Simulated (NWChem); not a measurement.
Correlation energy of water (H2O)

SMILES: O
```xyz
3

O      0.0000     0.0000     0.1226
H      0.7577     0.0000    -0.4905
H     -0.7577     0.0000    -0.4905
```
Charge 0, spin multiplicity 1.

All runs are NWChem calculations. All single points use one geometry, from PBE/def2-SVP, a minimum by its harmonic frequencies.

Basis set: cc-pVQZ. Each correlation energy counts from its own Hartree-Fock reference.

The correlated methods keep 1 core orbital frozen. No row is a measurement; the coupled-cluster row has its own basis-set and correlation limits.

```
method        correlation energy (mHa)
------------  ------------------------
RI-MP2                          -284.3
MP2                             -284.3
CCSD(T)                         -296.4
CCSD                            -287.3
CR-CCSD[T]                      -295.5
CR-CCSD(T)                         ___
CCSD+T(CCSD)                       ___
SCS-MP2                         -283.1
```

Complete the blanks.


- CR-CCSD(T), correlation energy (mHa): -295.3
- CCSD+T(CCSD), correlation energy (mHa): -296.7
